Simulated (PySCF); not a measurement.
C2H6N: g tensor and hyperfine couplings

Compound: dimethylaminyl, C2H6N (doublet state).
SMILES with atom numbers: `[CH3:1][N:2][CH3:3]` (hydrogens: H4, H5, H6 on C1; H7, H8, H9 on C3)

Computed, not measured: UKS B3LYP, IGLO-III on C N, pcH-1 on H, non-relativistic, mean-field spin-orbit, GIAO (PySCF). Geometry: PBE0-D3(BJ)/def2-SVP; no solvent, vibrations or thermal averaging. Stability of the SCF solution: not tested.

| Property | Result |
| --- | --- |
| g1, g2, g3 | 2.00212, 2.00391, 2.00754 |
| g_iso | 2.00452 |
| Form of g | rhombic: the two nearest values differ by 33 % of g3 − g1 |
| ⟨S²⟩ | 0.7543 (exact 0.7500) |
| α and β electrons | 13, 12 |

Hyperfine couplings atom by atom, in mT; T1 to T3 are the principal values of the dipolar part; ρ(0) is the spin density at the nucleus (MHz turned into mT with g_iso):

| atom | isotope | a_iso | T1 | T2 | T3 | Mulliken spin population | ρ(0) (bohr⁻³) |
| --- | --- | --- | --- | --- | --- | --- | --- |
| C1 | 13C | -1.18 | -0.11 | -0.05 | 0.17 | -0.09 | -0.0295 |
| N2 | 14N | 1.22 | -1.50 | -1.47 | 2.97 | 0.94 | 0.1056 |
| C3 | 13C | -1.18 | -0.11 | -0.05 | 0.17 | -0.09 | -0.0295 |
| H4 | 1H | 4.22 | -0.20 | -0.14 | 0.34 | 0.06 | 0.0265 |
| H5 | 1H | 4.68 | -0.20 | -0.14 | 0.35 | 0.06 | 0.0294 |
| H6 | 1H | 0.01 | -0.19 | -0.17 | 0.36 | 0.00 | 0.0001 |
| H7 | 1H | 4.42 | -0.20 | -0.14 | 0.34 | 0.06 | 0.0277 |
| H8 | 1H | 0.00 | -0.19 | -0.17 | 0.36 | 0.00 | 0.0000 |
| H9 | 1H | 4.50 | -0.20 | -0.14 | 0.34 | 0.06 | 0.0283 |

The Mulliken spin populations are largest on N2 (+0.94), C3 (-0.09), C1 (-0.09) and H5 (+0.06). No atom but N2 exceeds +0.15. The positive populations add up to 1.18 and the negative ones to -0.18, together 2S = 1.

Under fast tumbling the dipolar parts average out, and these isotropic splittings remain: 6 × 1H (H4 (×6), I = 1/2, 7 lines) with 2.97 mT and 1 × 14N (N2, I = 1, 3 lines) with 1.22 mT.

Class means assume fast exchange of nuclei equivalent by connectivity; if that motion is slow, each nucleus keeps its own coupling. The six 1H nuclei of mean +83.4 MHz run from 0.1 to 131.3 MHz in the frozen geometry.

The 13C coupling of C1/C3 (mean -33.2 MHz) shows only in satellite lines or after enrichment, since that isotope makes up about 1.07 % of natural carbon.

β density exceeds α density at some nuclei, such as C1/C3 (-0.0295), spin density in bohr⁻³. In a single determinant that takes different orbitals for the two spins, that is spin polarisation.
